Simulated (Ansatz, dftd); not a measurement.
Species: BF$_{2}$, charge 0, doublet. BF2 (SMILES F[B]F, doublet).
B3LYP-D3(BJ)/def2-TZVP minimum from Ansatz (a quantum-chemistry and plane-wave program):
```
B
F 1 1.3102
F 1 1.3102 2 121.32
```
Charge 0, spin multiplicity 2.

Property: atomisation energy (electronic, to ground-state atoms), in kcal/mol. Open shells are spin-unrestricted; no spin-orbit coupling. Cores are frozen in correlated methods. Rows without X2C or -DK are non-relativistic. CBS(X,Y): correlation extrapolated as X^-3, Hartree-Fock from the larger set (Q,5: extrapolated as (X+1)exp(-9√X)). A bracket is a step between two methods taken in the basis named. Functionals run without relativity, which enters their misses. Double hybrids freeze cores in their MP2 part. '+ core + X2C': CCSD(T) terms for core correlation (cc-pwCVTZ) and scalar relativity (cc-pVTZ-DK). Where a partner has so few electrons that a lower coupled-cluster level is exact, that level stands in.

Compared with CCSD(T)/CBS(cc-pVQZ,cc-pV5Z) + [CCSDT(Q) - CCSD(T)]/cc-pVDZ + core + X2C (Ansatz): 296.6 kcal/mol.

Costs are rough ratios of core time, to one figure, on one kind of shared machine, summed over the single points of the molecules; atoms, geometries and frequencies are left out. The first row took roughly 5 core seconds; short runs hold start-up time.

```tsv
level	program	cost relative to the first row
PBE-D3(BJ)/def2-TZVPD	Ansatz + dftd3	1
B3LYP/def2-TZVPD	Ansatz	1
r2SCANh/def2-TZVPD	Ansatz	1
B2GP-PLYP-D3(BJ)/def2-TZVPD	Ansatz + dftd3	2
CCSD(T)/cc-pVQZ	Ansatz	20
CCSD(T)/CBS(cc-pVTZ,cc-pVQZ)	Ansatz	20
CCSDT(Q)/cc-pVDZ	Ansatz	20
```

**Question.** Among the rows that cost no more than B2GP-PLYP-D3(BJ)/def2-TZVPD, which comes nearest?

**Answer.** B2GP-PLYP-D3(BJ)/def2-TZVPD.
```
level                         difference (kcal/mol)
----------------------------  ---------------------
PBE-D3(BJ)/def2-TZVPD                          13.3
B3LYP/def2-TZVPD                               -1.3
r2SCANh/def2-TZVPD                              2.7
B2GP-PLYP-D3(BJ)/def2-TZVPD                    -0.3
CCSD(T)/cc-pVQZ                                -4.0
CCSD(T)/CBS(cc-pVTZ,cc-pVQZ)                   -1.2
CCSDT(Q)/cc-pVDZ                              -31.3
```
